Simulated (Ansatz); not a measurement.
```yaml
crystal:
  periodic: [false, false, false]
  atoms:
    - {symbol: Cl, position_ang: [-1.034691, -0.316390, -0.863345]}
    - {symbol: B, position_ang: [-0.352904, 0.753286, 0.317135]}
    - {symbol: S, position_ang: [1.181992, 0.072964, 0.856870]}
    - {symbol: H, position_ang: [2.577111, 0.727836, -0.293551]}
basis:
  gaussian: {orbitals: def2-TZVP}
magnetization: {spin_polarized: true, initial_magnetization: 3}
hamiltonian: {xc: pbe0}
relax: {f_tol: 0.004, max_steps: 80}
```

```sh
$ ansatz run in.yaml --threads 1 --pin off --events-out ev --progress --plain --max-ram 2176MiB
```

Steps of the relaxation (energy above the last step; positions in Å, forces in eV/Å):

```
4
step 1, 386.6 meV
Cl   -1.035   -0.316   -0.863   -0.339   -0.096   -0.311
B    -0.353    0.753    0.317    0.047   -0.037    0.152
S     1.182    0.073    0.857    0.355    0.238    0.035
H     2.577    0.728   -0.294   -0.063   -0.105    0.124
```

```
4
step 2, 442.3 meV
Cl   -1.044   -0.295   -0.929   -0.133    0.054    0.324
B    -0.481    0.663    0.430    0.575   -0.039   -0.445
S     1.219    0.219    0.811   -0.284   -0.228    0.006
H     2.677    0.651   -0.295   -0.157    0.213    0.114
```

```
4
step 3, 365.0 meV
Cl   -1.058   -0.308   -0.896   -0.182   -0.039    0.003
B    -0.414    0.704    0.369    0.260    0.013   -0.120
S     1.217    0.153    0.821    0.158    0.001   -0.071
H     2.626    0.689   -0.277   -0.235    0.025    0.188
```

```
4
step 9, 5.1 meV
Cl   -0.885   -0.320   -0.870   -0.131   -0.246   -0.264
B    -0.303    0.828    0.354    0.220    0.187    0.303
S     1.332    0.115    0.736   -0.123    0.069   -0.043
H     2.228    0.615   -0.203    0.035   -0.010    0.005
```

```
4
step 11, 0.1 meV
Cl   -0.884   -0.328   -0.877    0.003   -0.002    0.003
B    -0.301    0.835    0.366    0.026   -0.010    0.010
S     1.328    0.115    0.731   -0.035    0.012   -0.015
H     2.229    0.615   -0.203    0.006    0.000    0.003
```

```
4
step 13, 0.0 meV
Cl   -0.885   -0.328   -0.876    0.001    0.000    0.001
B    -0.300    0.835    0.366   -0.001    0.001   -0.001
S     1.326    0.115    0.729    0.001   -0.001    0.000
H     2.231    0.616   -0.202   -0.001    0.000    0.000
```

Close pairs at the end: S3–H4 1.392 Å, Cl1–B2 1.799 Å, B2–S3 1.815 Å, Cl1–S3 2.768 Å.

A stationary point of unrestricted PBE0 after 13 steps, with ⟨S²⟩ = 3.759 against 3.75 for a pure state; no frequencies were run, so it isn't proven a minimum. 73 s on 1 thread of Arm Neoverse V1, shared host.
